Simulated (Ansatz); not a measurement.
```yaml
crystal:
  periodic: [false, false, false]
  atoms:
    - {symbol: Si, position_ang: [-0.454323, 0.356256, -0.577869]}
    - {symbol: O, position_ang: [-1.017968, 0.892585, 2.462329]}
    - {symbol: H, position_ang: [-1.435773, -0.563295, 3.489276]}
    - {symbol: O, position_ang: [2.585311, 0.114772, -1.294626]}
    - {symbol: H, position_ang: [3.450702, -1.414256, -0.779230]}
    - {symbol: H, position_ang: [-1.315840, 2.630199, -1.975405]}
    - {symbol: H, position_ang: [-1.812108, -2.016261, -1.324475]}
basis:
  gaussian: {orbitals: def2-mTZVPP}
hamiltonian: {xc: {name: PBE-QIDH}}
scf: {omitted_lower_state_checks: [starts]}
output: {forces: true}
```

```sh
$ ansatz run in.yaml --threads 2 --pin off --events-out ev --progress --plain --max-ram 4352MiB
```

Shortened log:

```
Functional definition: PBE-QIDH
866 factors; integrals over basis functions are off by at most 8.7e-4 eV
mean field evaluation 1: about -11968.8541 eV, gradient 9.4e1 eV
mean field evaluation 2: about -11968.8542 eV, gradient 9.4e1 eV
mean field evaluation 4: about -11979.1190 eV, gradient 6.8e1 eV
mean field evaluation 8: about -11993.9042 eV, gradient 9.7e0 eV
mean field evaluation 16: about -11994.2793 eV, gradient 1.4e-1 eV
mean field evaluation 32: about -11994.2812 eV, gradient 2.0e-4 eV
mean field -11994.28120436 eV, -440.7817042444 hartree, gradient 4.9e-6 eV, S^2 0.000000; 0 other end points of the search recorded, 0 dependent functions left out; unrestricted orbitals would lower it
7 core orbitals not correlated: weight in the atoms' cores, before any rotation towards them, 1.000 or more for the frozen orbitals, at most 0.000 for the correlated occupied ones
reference -11994.28121644 eV, -440.7817046883 hartree; 10, 10 occupied and 78, 78 virtual orbitals, 866 factors
second order -28.46823191 eV of doubles, -0.00000000 eV of singles
Total energy: -12003.77062708 eV, -441.1304340971 hartree
Atom 0 at    -0.454323     0.356256    -0.577869 Å, force    -0.529095    -0.252492    -0.413621 eV/Å
Atom 1 at    -1.017968     0.892585     2.462329 Å, force    -0.754603    -3.063676     1.483770 eV/Å
Atom 2 at    -1.435773    -0.563295     3.489276 Å, force     0.984579     3.097960    -2.557941 eV/Å
Atom 3 at     2.585311     0.114772    -1.294626 Å, force     1.088115    -3.026224     1.178779 eV/Å
Atom 4 at     3.450702    -1.414256    -0.779230 Å, force    -2.155356     3.292791    -1.011691 eV/Å
Atom 5 at    -1.315840     2.630199    -1.975405 Å, force     0.571898    -1.517306     0.924222 eV/Å
Atom 6 at    -1.812108    -2.016261    -1.324475 Å, force     0.794463     1.468947     0.396484 eV/Å
Dipole moment:    -0.094658    -0.490131     0.132522 e Å
Checks for a lower state left out: starts
```

(1) Something in this input is off. What?

Results:

(1) The coordinates are in bohr but typed as ångström. Self-consistency was reached. The result belongs to that input, not to the species as meant. The restricted singlet is unstable: a solution with broken spin symmetry lies lower.
